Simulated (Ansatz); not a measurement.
**C6H6: small, medium and large basis sets**

One table from this session's results is given with a row withheld; the runs are named, their logs left out.

Program: Ansatz 0.2.0, Gaussian basis. Level of theory: one geometry, several basis sets. These are calculated values, not measurements.

Levels to be run: PBE0-D4/def2-SVP; ωB97M-V/def2-SVP; PBE0-D4/def2-QZVPP; ωB97M-V/def2-QZVPP; the functionals' def2-TZVPP values are taken from earlier runs.

### Structure used throughout

The geometry comes from an earlier relaxation with PBE0-D4 in a triple-zeta def2 set; it is a stationary point, not always the lowest conformer.

12 atoms, charge 0, spin multiplicity 1.

Atoms are counted from 1 here; the program's logs count them from 0.

Bond lengths: C1–C2 1.333 Å, C1–C6 1.518 Å, C1–H7 1.083 Å, C2–C3 1.518 Å, C2–H8 1.083 Å, C3–C4 1.518 Å, C3–C6 1.562 Å, C3–H9 1.090 Å, C4–C5 1.333 Å, C4–H10 1.083 Å, C5–C6 1.518 Å, C5–H11 1.083 Å, C6–H12 1.090 Å. Angles: C2–C1–C6 94.3°, C2–C1–H7 133.7°, C6–C1–H7 131.8°, C1–C2–C3 94.3°, C1–C2–H8 133.7°, C3–C2–H8 131.8°, C2–C3–C4 117.0°, C2–C3–C6 85.7°, C2–C3–H9 118.8°, C4–C3–C6 85.7°, C4–C3–H9 118.8°, C6–C3–H9 121.0°, C3–C4–C5 94.3°, C3–C4–H10 131.8°, C5–C4–H10 133.7°, C4–C5–C6 94.3°, C4–C5–H11 133.7°, C6–C5–H11 131.8° and more.

Coordinates:

```xyz
12
C6H6
C    -0.7497   -1.2582    0.2258
C     0.3878   -1.1147    0.9057
C     0.4345    0.3930    0.7338
C     1.0113    0.9217   -0.5673
C    -0.1264    0.7785   -1.2470
C    -0.8984    0.2250   -0.0626
H    -1.3384   -2.1160   -0.0769
H     1.0776   -1.8114    1.3670
H     0.4821    1.0217    1.6232
H     2.0113    1.2383   -0.8389
H    -0.4050    0.9340   -2.2825
H    -1.8098    0.7328    0.2538
```

Set-up of the first run:

Contents of in.yaml:

```yaml
crystal:
  periodic: [false, false, false]
  atoms:
    - {symbol: C, position_ang: [-0.749738, -1.258171, 0.225772]}
    - {symbol: C, position_ang: [0.387836, -1.114728, 0.905668]}
    - {symbol: C, position_ang: [0.434499, 0.393022, 0.733766]}
    - {symbol: C, position_ang: [1.011286, 0.921716, -0.567301]}
    - {symbol: C, position_ang: [-0.126416, 0.778491, -1.247029]}
    - {symbol: C, position_ang: [-0.898364, 0.224972, -0.062650]}
    - {symbol: H, position_ang: [-1.338378, -2.115978, -0.076879]}
    - {symbol: H, position_ang: [1.077611, -1.811361, 1.367008]}
    - {symbol: H, position_ang: [0.482138, 1.021720, 1.623220]}
    - {symbol: H, position_ang: [2.011260, 1.238320, -0.838858]}
    - {symbol: H, position_ang: [-0.404951, 0.934031, -2.282473]}
    - {symbol: H, position_ang: [-1.809784, 0.732766, 0.253754]}
basis:
  gaussian: {orbitals: def2-SVP}
hamiltonian: {xc: pbe0, dispersion: d4}
output: {orbitals: {seedname: orbitals}}
```

The run is started by

```console
ansatz run in.yaml --threads 4 --pin off --events-out ev --progress --plain --max-ram 10444MiB
```

Steps of the session up to this table: PBE0-D4 in def2-SVP; ωB97M-V in def2-SVP; PBE0-D4 in def2-QZVPP; ωB97M-V in def2-QZVPP.

One table of the session follows, with a row left open; its other results are not shown here.

It belongs to the step «Density functionals: the series». 

```
functional       basis  HOMO (eV)  LUMO (eV)
   PBE0-D4    def2-SVP      -7.05      -0.16
   PBE0-D4  def2-TZVPP      -7.05      -0.32
   PBE0-D4  def2-QZVPP          ?          ?
   ωB97M-V    def2-SVP      -9.29       2.04
   ωB97M-V  def2-TZVPP      -9.28       1.76
   ωB97M-V  def2-QZVPP      -9.29       1.56
```

**Question.** Estimate the row for PBE0-D4, def2-QZVPP.

**Answer.** HOMO (eV): -7.06; LUMO (eV): -0.39. In the column «HOMO (eV)» it lies between ωB97M-V, def2-TZVPP (-9.28) and PBE0-D4, def2-SVP (-7.05).
